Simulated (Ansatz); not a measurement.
Cu3AsS4 (Pmn2₁, No. 31), treated with r²SCAN-D4 (plane waves, PAW; Ansatz, a first-principles code).

Settings: plane-wave cutoff 560 eV, 6×6×6 k mesh, Fermi–Dirac smearing 0.01 eV, no spin polarisation, scalar-relativistic PAW data made under PBE.

Shape and atoms are relaxed at each volume.

Pressure at four volumes; x = ln(V/17.840 Å³). One pressure is withheld.

| V (Å³/atom) | x | P (GPa) |
|---|---|---|
| 17.126 | -0.0408 | ? |
| 17.483 | -0.0202 | 1.80 |
| 17.840 | 0.0000 | 0.00 |
| 18.554 | 0.0392 | -3.03 |

Task: Pass a parabola P(x) through the three rows shown, estimate the bulk modulus and its pressure derivative near zero pressure, and predict the withheld pressure.

Result: Slopes between the rows: (0.00 − (1.80))/(0.0000 − (-0.0202)) = -89.11 and (-3.03 − (0.00))/(0.0392 − (0.0000)) = -77.30 GPa. Their difference over the span 0.0594 is c = 11.81/0.0594 = 198.8 GPa, so P(x) = 1.80 + (-89.11)(x − (-0.0202)) + 198.8 (x − (-0.0202))(x − (0.0000)). At the middle row B = −dP/dx = −[-89.11 + 198.8 × 0.0202] = 85.1 GPa, and B′ = dB/dP = 2c/B = 4.7. At x = -0.0408 the parabola gives 3.80 GPa; the run gives 3.82 GPa. The Birch–Murnaghan fit to the energies at all volumes has B0 = 84.8 GPa and B′ = 4.8.

Note: the bulk modulus comes from volumes at which shape and atoms were relaxed.
